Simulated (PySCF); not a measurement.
**Spin-rotation constants: SMILES P(F)(F)P, F$_{2}$H$_{2}$P$_{2}$**

Cartesian coordinates in Å; atom numbers follow the order of the lines, from 1:
```xyz
6

F    -1.521   -0.990   -0.864
P    -0.813    0.415   -0.472
F    -1.695    0.624    0.872
P     0.975   -0.422    0.487
H     1.452    0.871    0.715
H     1.604   -0.495   -0.759
```

Level of theory: GIAO KT3/pcSseg-1 magnetisability, rotational g tensor and spin-rotation constants, non-relativistic, gas phase in PySCF. Geometry: GFN2-xTB.

(1) Give the nuclear spin-rotation constants along the inertial axes (H = +C I·J) beside the isotropic shieldings.

(2) How do the rotational constants and the g tensor change when H5, H6 are replaced by deuterium?

Results:

(1) Rotational constants 6.9053, 3.3396, 2.6659 GHz.
```csv
atom,isotope,Caa (kHz),Cbb (kHz),Ccc (kHz),mean (kHz),σ (ppm)
F1,19F,11.456,2.687,3.181,5.775,260.1
P2,31P,17.082,7.885,5.975,10.314,5.0
F3,19F,11.437,2.694,3.180,5.771,260.2
P4,31P,6.424,4.120,3.472,4.672,494.8
H5,1H,-0.612,-0.139,-0.169,-0.307,29.4
H6,1H,-0.610,-0.141,-0.168,-0.306,29.4
```
For the geometry as given, no vibrational averaging.

(2) Constants 6.6304, 3.1639, 2.5392 GHz; g -0.0635, -0.0328, -0.0289, against -0.0654, -0.0344, -0.0304 before.
